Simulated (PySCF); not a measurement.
First SCF of a structure search on triplet SiHF, at a hand-made bent geometry. PySCF input:

```python
from pyscf import gto, scf, dft
mol = gto.M(atom='''
Si     0.000000     0.000000     0.000000
H     -1.212300     0.000000     0.848900
F      1.474500     0.000000     1.032400''',
    basis={'Si': 'def2-TZVP', 'H': 'def2-TZVP', 'F': 'def2-TZVP'},
    charge=0, spin=2)
mf = dft.UKS(mol, xc='PBE0')
mf.grids.atom_grid = (50, 194)
aux = {'Si': 'def2-universal-JKFIT', 'H': 'def2-universal-JKFIT', 'F': 'def2-universal-JKFIT'}
mf = mf.density_fit(auxbasis=aux)
mf.conv_tol = 1e-08
mf.diis_space = 10
mf.max_cycle = 60
mf.init_guess = 'minao'
mf.verbose = 4
mf.kernel()
```

Excerpt of the output (cycles alone):

```
init E= -389.569799859423
cycle= 1 E= -389.619871467816  delta_E= -0.0501  |g|= 0.426  |ddm|= 1.03
cycle= 2 E= -389.226724652288  delta_E= 0.393  |g|= 1.14  |ddm|= 0.774
cycle= 3 E= -389.694057741711  delta_E= -0.467  |g|= 0.0297  |ddm|= 0.537
cycle= 4 E= -389.694733900913  delta_E= -0.000676  |g|= 0.0155  |ddm|= 0.0501
cycle= 5 E= -389.694856866264  delta_E= -0.000123  |g|= 0.00278  |ddm|= 0.0178
cycle= 6 E= -389.694876199196  delta_E= -1.93e-05  |g|= 0.00139  |ddm|= 0.00808
cycle= 7 E= -389.694878665509  delta_E= -2.47e-06  |g|= 0.000385  |ddm|= 0.00306
cycle= 8 E= -389.69487894248  delta_E= -2.77e-07  |g|= 0.000165  |ddm|= 0.00103
cycle= 9 E= -389.694878968666  delta_E= -2.62e-08  |g|= 2.05e-05  |ddm|= 0.000323
cycle= 10 E= -389.694878969242  delta_E= -5.76e-10  |g|= 4.79e-06  |ddm|= 4.93e-05
Extra cycle  E= -389.694878969267  delta_E= -2.46e-11  |g|= 4.38e-06  |ddm|= 9.4e-06
converged SCF energy = -389.694878969267  <S^2> = 2.0028164  2S+1 = 3.001877
```

No lower solution of this spin was found from smeared starts or by a stability analysis within the unrestricted form.

The search for the lowest solution, 3 starts and the stability check together, took 7.7 s on 2 threads of a shared Arm Neoverse N1 host, with 74 basis functions; the process peaked at 0.33 GiB.
